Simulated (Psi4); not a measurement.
**CH4FSi (SMILES FC[SiH2]) at 4 levels**

We compute a comparison of 4 runs (UHF/STO-3G, UHF/pcseg-2, UMP2/6-311+G*) of CH4FSi. 

The results are computed with Psi4 1.11.

### Step 1. Starting point

The species is CH4FSi (7 atoms), meant as a doublet with charge 0. SMILES: `FC[SiH2]`. The shape is that of a GFN2-xTB optimisation. This is one conformer, not always the lowest.

Bond lengths: F1–C2 1.381 Å, C2–Si3 1.915 Å, C2–H4 1.094 Å, C2–H5 1.096 Å, Si3–H6 1.455 Å, Si3–H7 1.457 Å. Angles: F1–C2–Si3 110.5°, F1–C2–H4 106.4°, F1–C2–H5 106.0°, Si3–C2–H4 113.1°, Si3–C2–H5 112.2°, C2–Si3–H6 111.4°, C2–Si3–H7 109.2°, H4–C2–H5 108.3°, H6–Si3–H7 116.0°.

### Step 2. The energy at UHF/STO-3G (run 1)

The input, ch4fsi.json:

```json
{
  "schema_name": "qcschema_input",
  "schema_version": 1,
  "molecule": {
    "schema_name": "qcschema_molecule",
    "schema_version": 2,
    "symbols": ["F", "C", "Si", "H", "H", "H", "H"],
    "geometry": [-3.47116233, -0.04790456, 0.1379689, -1.10775745, -0.43588423, -0.90073796, 1.46519915, 0.0172343, 1.60271452, -1.12831767, -2.33983999, -1.70528885, -0.93813564, 0.92354695, -2.45311017, 1.26604091, 2.47750654, 2.81353764, 3.91413303, -0.59464012, 0.50491592],
    "molecular_charge": 0,
    "molecular_multiplicity": 2,
    "fix_symmetry": "c1",
    "fix_com": true,
    "fix_orientation": true
  },
  "driver": "energy",
  "model": {
    "method": "scf",
    "basis": "STO-3G"
  },
  "keywords": {
    "reference": "uhf",
    "puream": true,
    "e_convergence": 1e-09,
    "d_convergence": 1e-08,
    "scf_type": "pk",
    "maxiter": 200,
    "scf_properties": ["LOWDIN_CHARGES", "MULLIKEN_CHARGES", "DIPOLE"]
  }
}
```

On the command line:

```sh
$ psi4 --qcschema ch4fsi.json -n 1 --memory 1600MB
```

stdout:

```text
[...]
  Running in c1 symmetry.
[...]
  Nuclear repulsion =  101.127698550176561
[...]
  Multiplicity = 2
[...]
  Nalpha       = 17
  Nbeta        = 16
[...]
    Number of basis functions: 23
[...]
   @UHF iter   1:  -423.25226010629888   -2.29618e+00   1.11632e-02 DIIS/ADIIS
[...]
   @UHF iter  13:  -423.30760103384574   -1.30740e-12   6.30439e-09 DIIS
[...]
   @S^2 Observed:                7.528396072E-01
[...]
    Orbital Energies [Eh]
    ---------------------
    Alpha Occupied:
       1A    -67.928332     2A    -25.891470     3A    -11.052332
       4A     -5.928115     5A     -3.966003     6A     -3.947403
       7A     -3.947375     8A     -1.461074     9A     -0.862971
      10A     -0.670686    11A     -0.587900    12A     -0.534713
      13A     -0.488695    14A     -0.432556    15A     -0.396637
      16A     -0.343830    17A     -0.240471
    Alpha Virtual:
      18A      0.486213    19A      0.512179    20A      0.547096
      21A      0.672371    22A      0.725011    23A      0.744536
[...]
  @UHF Final Energy:  -423.30760103384574
   => Energetics <=
    Nuclear Repulsion Energy =            101.1276985501765608
    One-Electron Energy =                -791.9312100810086577
    Two-Electron Energy =                 267.4959104969863688
    Total Energy =                       -423.3076010338457422
  UHF NO Occupations:
  HONO-2 :   15  A 1.9995620
  HONO-1 :   16  A 1.9993933
[...]
 Multipole Moments:
 ------------------------------------------------------------------------------------
     Multipole            Electronic (a.u.)      Nuclear  (a.u.)        Total (a.u.)
 ------------------------------------------------------------------------------------
 L = 1.  Multiply by 2.5417464519 to convert [e a0] to [Debye]
 Dipole X            :         14.7615012          -14.2604969            0.5010042
 Dipole Y            :          2.1857978           -2.3385928           -0.1527951
 Dipole Z            :        -17.3545036           17.4353502            0.0808465
 Magnitude           :                                                    0.5299884
[...]
  Mulliken Charges: (a.u.)
   Center  Symbol    Alpha    Beta     Spin     Total
       1     F     4.58642  4.58605  0.00037 -0.17247
       2     C     3.06105  3.09208 -0.03103 -0.15314
       3    SI     7.24186  6.20769  1.03417  0.55045
       4     H     0.47894  0.47738  0.00155  0.04368
       5     H     0.48930  0.46859  0.02071  0.04211
       6     H     0.57143  0.58109 -0.00966 -0.15252
       7     H     0.57100  0.58711 -0.01611 -0.15811
   Total alpha = 17.00000, Total beta = 16.00000, Total charge =  0.00000
  Lowdin Charges: (a.u.)
[...]
```

The result, in JSON:

```text
{
 "driver": "energy",
 "model": {
  "method": "scf",
  "basis": "STO-3G"
 },
 "success": true,
 "return_result": -423.30760103384574,
 "properties": {
  "calcinfo_nbasis": 23,
  "calcinfo_nmo": 23,
  "calcinfo_nalpha": 17,
  "calcinfo_nbeta": 16,
  "calcinfo_natom": 7,
  "nuclear_repulsion_energy": 101.12769855017656,
  "return_energy": -423.30760103384574,
  "scf_one_electron_energy": -791.9312100810087,
  "scf_two_electron_energy": 267.49591049698637,
  "scf_dipole_moment": [0.5010042131296846, -0.15279508423952892, 0.08084654504509459],
  "scf_total_energy": -423.30760103384574,
  "scf_iterations": 13
 }
}
```

Wall time 1.2 s (1 thread of Intel Xeon 6975P-C (Granite Rapids), shared host); peak memory 0.18 GiB.

### Step 3. The energy at UHF/pcseg-2 (run 2)

The input, ch4fsi.xyz:

```xyz
7
CH4FSi
F     -1.836860    -0.025350     0.073010
C     -0.586200    -0.230660    -0.476650
Si     0.775350     0.009120     0.848120
H     -0.597080    -1.238190    -0.902400
H     -0.496440     0.488720    -1.298130
H      0.669960     1.311040     1.488860
H      2.071270    -0.314670     0.267190
```

The input, calc.py:

```python
import psi4

psi4.set_memory('1600 MB')
psi4.set_num_threads(1)
psi4.core.set_output_file('run.log', False)

with open('ch4fsi.xyz') as f:
    atoms = ''.join(f.readlines()[2:])
m = psi4.geometry('0 2\n' + atoms + 'symmetry c1\nno_reorient\nno_com')

psi4.set_options({
    'reference': 'uhf',
    'puream': True,
    'e_convergence': 1e-09,
    'd_convergence': 1e-08,
    'scf_type': 'pk',
    'maxiter': 200,
})

energy_value, wavefunction = psi4.energy("scf/pcseg-2", return_wfn=True)
psi4.oeprop(wavefunction, "WIBERG_LOWDIN_INDICES", "DIPOLE", "MAYER_INDICES")
print('E =', round(energy_value, 9))
```

On the command line:

```sh
$ python calc.py
```

run.log:

```text
[...]
  Running in c1 symmetry.
[...]
  Nuclear repulsion =  101.127698508504722
[...]
  Multiplicity = 2
[...]
  Nalpha       = 17
  Nbeta        = 16
[...]
    Number of basis functions: 150
[...]
   @UHF iter   1:  -428.50162299096593   -6.89773e-01   2.01944e-03 ADIIS/DIIS
[...]
   @UHF iter  13:  -428.56819944942595   -2.31921e-11   8.05588e-09 DIIS
[...]
   @S^2 Observed:                7.547630128E-01
[...]
    Orbital Energies [Eh]
    ---------------------
    Alpha Occupied:
       1A    -68.725323     2A    -26.267184     3A    -11.297042
       4A     -6.123595     5A     -4.238054     6A     -4.227515
       7A     -4.227242     8A     -1.588570     9A     -0.947864
      10A     -0.738225    11A     -0.701125    12A     -0.685273
      13A     -0.638531    14A     -0.536176    15A     -0.505952
      16A     -0.458810    17A     -0.330656
    Alpha Virtual:
      18A      0.094386    19A      0.121854    20A      0.134025
      21A      0.140104    22A      0.154859    23A      0.193401
      24A      0.205942    25A      0.228223    26A      0.268363
[...]
  @UHF Final Energy:  -428.56819944942595
   => Energetics <=
    Nuclear Repulsion Energy =            101.1276985085047215
    One-Electron Energy =                -795.3616769661313128
    Two-Electron Energy =                 265.6657790082006159
    Total Energy =                       -428.5681994494259470
  UHF NO Occupations:
  HONO-2 :   15  A 1.9997237
  HONO-1 :   16  A 1.9981809
[...]
 Multipole Moments:
 ------------------------------------------------------------------------------------
     Multipole            Electronic (a.u.)      Nuclear  (a.u.)        Total (a.u.)
 ------------------------------------------------------------------------------------
 L = 1.  Multiply by 2.5417464519 to convert [e a0] to [Debye]
 Dipole X            :         14.9135053          -14.2604970            0.6530083
 Dipole Y            :          2.2274770           -2.3385928           -0.1111157
 Dipole Z            :        -17.7572952           17.4353502           -0.3219450
 Magnitude           :                                                    0.7364884
[...]
```

On the terminal:

```text
E = -428.568199449
```

Wall time 9.6 s (1 thread of Intel Xeon 6975P-C (Granite Rapids), shared host); peak memory 1.2 GiB.

Run 3 isn't shown in full; the table further down has it.

### Step 4. Energy and forces at UMP2/6-311+G(d) (sfX2C, density fitting, density fitting for correlation) (run 4)

The input, run.py:

```python
import psi4

psi4.set_memory(1600000000)
psi4.set_num_threads(1)
psi4.core.set_output_file('output.dat', False)

m = psi4.geometry("""
0 2
F     -1.836860    -0.025350     0.073010
C     -0.586200    -0.230660    -0.476650
Si     0.775350     0.009120     0.848120
H     -0.597080    -1.238190    -0.902400
H     -0.496440     0.488720    -1.298130
H      0.669960     1.311040     1.488860
H      2.071270    -0.314670     0.267190
""")

psi4.set_options(dict(basis='6-311+G*', reference='uhf', scf_type='df', freeze_core=True, mp2_type='df', relativistic='x2c'))

result, w = psi4.gradient("mp2", molecule=m, return_wfn=True)
print('gradient / Eh bohr^-1')
print(result.np.round(6))
print(f'energy = {w.energy():.10f} Eh')
```

On the command line:

```sh
$ python run.py
```

output.dat:

```text
[...]
  Running in c1 symmetry.
[...]
  Nuclear repulsion =  101.127698508504722
[...]
  Multiplicity = 2
[...]
  Nalpha       = 17
  Nbeta        = 16
[...]
    Number of basis functions: 86
[...]
    WARNING: The X2C and Dirac Hamiltonians have substatially different eigenvalues!
             This is probably caused by the recontraction of the basis set.
[...]
   @DF-UHF iter   1:  -429.13645740947510   -6.98908e-01   3.95881e-03 ADIIS/DIIS
[...]
    WARNING: The X2C and Dirac Hamiltonians have substatially different eigenvalues!
             This is probably caused by the recontraction of the basis set.
[...]
    WARNING: The X2C and Dirac Hamiltonians have substatially different eigenvalues!
             This is probably caused by the recontraction of the basis set.
[...]
   @DF-UHF iter  18:  -429.20274282713285   -2.84217e-13   5.57318e-11 DIIS
[...]
   @S^2 Observed:                7.541332135E-01
[...]
    Orbital Energies [Eh]
    ---------------------
    Alpha Occupied:
       1A    -68.927588     2A    -26.300936     3A    -11.307310
       4A     -6.166124     5A     -4.252490     6A     -4.242632
       7A     -4.242164     8A     -1.594748     9A     -0.951414
      10A     -0.742267    11A     -0.702321    12A     -0.686504
      13A     -0.639908    14A     -0.538039    15A     -0.507934
      16A     -0.460918    17A     -0.331741
    Alpha Virtual:
      18A      0.056053    19A      0.065878    20A      0.078653
      21A      0.083406    22A      0.111428    23A      0.116267
      24A      0.123643    25A      0.167563    26A      0.170884
[...]
  @DF-UHF Final Energy:  -429.20274282713285
   => Energetics <=
    Nuclear Repulsion Energy =            101.1402812743474300
    One-Electron Energy =                -795.9441211162588843
    Two-Electron Energy =                 265.6010970147785883
    Total Energy =                       -429.2027428271328517
  UHF NO Occupations:
  HONO-2 :   15  A 1.9997312
  HONO-1 :   16  A 1.9984756
[...]
 Multipole Moments:
 ------------------------------------------------------------------------------------
     Multipole            Electronic (a.u.)      Nuclear  (a.u.)        Total (a.u.)
 ------------------------------------------------------------------------------------
 L = 1.  Multiply by 2.5417464519 to convert [e a0] to [Debye]
 Dipole X            :         -3.4090428            4.1284031            0.7193603
 Dipole Y            :         -0.4831724            0.3788199           -0.1043526
 Dipole Z            :          0.9673668           -1.3175934           -0.3502266
 Magnitude           :                                                    0.8068627
[...]
```

Standard output:

```text
gradient / Eh bohr^-1
[[ 0.015747 -0.003183 -0.010068]
 [-0.010743 -0.000157  0.006399]
 [ 0.013283  0.013106 -0.000319]
 [-0.004258 -0.000225  0.000677]
 [-0.003044  0.001253  0.001232]
 [-0.00177  -0.009498 -0.001746]
 [-0.009215 -0.001296  0.003826]]
energy = -429.6163818404 Eh
```

Wall time 27 s (1 thread of Intel Xeon 6975P-C (Granite Rapids), shared host); peak memory 0.24 GiB.

### Step 5. The series

```
run                                                                    level      task  integrals  energy (Eh)  HOMO energy (eV)  LUMO energy (eV)   ⟨S²⟩  wall time
  1                                                               UHF/STO-3G    energy         pk  -423.307601             -6.54              6.50  0.753      1.2 s
  2                                                              UHF/pcseg-2    energy         pk  -428.568199             -9.00              1.14  0.755      9.6 s
  3         UMP2/6-311+G* (density fitting, density fitting for correlation)  gradient         df  -428.959320             -9.03              0.84  0.754      4.5 s
  4  UMP2/6-311+G* (sfX2C, density fitting, density fitting for correlation)  gradient         df  -429.616382                 –                 –  0.754       27 s
```

### Step 6. What came out

| quantity | value |
| --- | --- |
| run 4: total energy | -429.61638 Eh |
| run 4: correlation energy | -413.6 mEh |
| run 4: ⟨S²⟩ of the reference determinant | 0.754 |
| run 4: largest force on an atom | 0.975 eV/Å |

**Reading.** Some runs of one species differ in core potentials or relativity; totals across that change don't compare. In run 1 the basis is minimal, so the values are rough. All runs together took 42 s, the longest 27 s.
